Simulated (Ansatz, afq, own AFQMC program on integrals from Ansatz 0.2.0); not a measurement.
## Where AFQMC and coupled cluster stand for BGeH4⁺, singlet

```xyz
6

Ge    0.0000    0.0000    0.2823
B     0.0000    0.0000   -1.6912
H     0.0000    1.2553    1.1670
H     0.0000   -1.2553    1.1670
H     0.0000    1.0424   -2.2706
H     0.0000   -1.0424   -2.2706
```

Connectivity, by distances: GeH2–BH2.

Basis 6-31G. Noble-gas cores (and the filled d shells of Ga–Kr and In–Xe) are frozen. Ansatz 0.2.0 and our own AFQMC program on the same integrals; the CISD trial comes from CCSD amplitudes, and released means the phaseless constraint is let go. Free projection: walkers drawn from exp(T), propagated without any constraint. Its projection time is finite, and what remains of the start isn't in its error. Error bars are statistical, one sigma. No spin–orbit coupling.

Determinant: RHF, the one that the program's search chose, which needn't be the lowest solution. The geometry is a PBE0/def2-TZVP stationary point of this or a neighbouring charge and spin state.

No full CI on the walks' own integrals is used here. The released AFQMC energy serves as the reference, which it does only where one determinant dominates, the energy is flat over the last release times and near the phaseless one (40 meV or 2 meV an electron, half that with transition metals). On small molecules, where full CI could be run and the noise was under 10 meV, such values lay within 10 meV of it in 19 cases of 20, a flattering rate, since the rule was set on those same cases; what remains of the bias isn't in the error bar.

Cautions: no relativity below Rb; no spin-orbit coupling; inner d shell frozen; the released value is read at 2.40 1/Eh (meV from the phaseless value at times in 1/Eh: -0.1 ± 1.3 at 0.24, -1.4 ± 1.1 at 0.51, -1.7 ± 0.9 at 0.99, -2.1 ± 1.0 at 1.62, -1.2 ± 0.8 at 2.40).

* T1 diagnostic: 0.0066
* weight of the determinant in the CISD state: 0.926
* size of the correlated space: 10 electrons in 31 orbitals

```csv
level,correlation energy (eV)
MP2,-2.4533
CCSD,-3.2288
CCSD(T),-3.2807
```

Task: Estimate where free-projection AFQMC lies against CCSD(T) on the same integrals.

Result: 1.5 ± 0.06 kJ/mol below CCSD(T).

Reference: AFQMC with the constraint released, correlation energy -3.298 ± 0.0008 eV.

```tsv
level	E − E(reference) (kJ/mol)	share of correlation (%)
CCSD(T)	1.6 ± 0.08	99.48
ph-AFQMC/HF	-3.5 ± 1.8	101.09
ph-AFQMC/CISD	0.1 ± 0.2	99.96
free AFQMC	0.1 ± 0.1	99.97
```

Free projections are given only where their last times agree within the noise and don't stop above the reference; a slow remainder of the start can still hide under it. A walk keeps the symmetry of its determinant, which the program's search chose and which needn't be the lowest solution, so a lower state of the same spin and another symmetry isn't excluded. Released energies are given only where the last usable release times agree within the noise; a slower fall can still hide under it.
